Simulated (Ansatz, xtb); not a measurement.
Relative energy of two isomers of C4H10N2

Structure I is `N[C@@H]1CC[C@@H]1N`, a singlet and structure II is `N[C@H]1C[C@@H](N)C1`, a singlet. Both are isolated molecules in the gas phase, relaxed with PBE0-D3(BJ)/def2-SVP, each in the lowest conformer that the search found.

Energies in hartree; the thermal terms are from GFN2-xTB frequencies at re-optimised GFN2-xTB minima (ideal gas, soft modes damped towards free rotors, one conformer each, 298.15 K, 1 atm) and include the zero-point energy:

|  | I | II |
| --- | --- | --- |
| E, CCSD(T)/def2-SVP | −266.955032 | −266.952550 |
| E, MP2/def2-SVP | −266.862409 | −266.859860 |
| E, MP2/def2-TZVPP | −267.369232 | −267.367490 |
| zero-point energy | 0.142204 | 0.142140 |
| H(298 K) − E | 0.149762 | 0.149660 |
| G(298 K) − E | 0.112150 | 0.112199 |

Problem. Correct the CCSD(T) difference for the basis set by the MP2 change, then work out ΔE, ΔE₀, ΔH and ΔG for I → II in kcal/mol (1 Eh = 627.51 kcal/mol) and the equilibrium ratio [II]/[I].

Solution. 1. Differences II − I: CCSD(T) +0.002482, MP2 in the small set +0.002549, MP2 in the large set +0.001742 Eh.
2. ΔE = +0.002482 + (+0.001742 − (+0.002549)) = +0.001675 Eh = +1.05 kcal/mol.
3. ΔE₀ = ΔE + ΔZPE = +0.001675 + (−0.000064) Eh = +1.01 kcal/mol.
4. ΔH = ΔE + (−0.000102) Eh = +0.99 kcal/mol.
5. ΔG = ΔE + (+0.000049) Eh = +1.08 kcal/mol, so ΔS = (ΔH − ΔG)/T = −1.3 J/(mol K).
6. kT = 0.9442 mEh, so K = [II]/[I] = exp(−ΔG/kT) = exp(−1.83) ≈ 0.16.

Structure I is favoured at this temperature. An error of 1 kcal/mol in ΔG would change K by a factor of 5.4. Mirror images and further conformers aren't counted.

As drawn, both hold the same kinds of bond in the same numbers.

Other levels gave ΔE = +0.9 (PBE0-D3(BJ)/def2-SVP); +0.8 (HF/def2-SVP); +1.6 (MP2/def2-SVP); +1.6 (CCSD(T)/def2-SVP) kcal/mol. The correlated steps freeze 6 core orbitals. Programs: Ansatz 0.2.0, xtb 6.7.1.
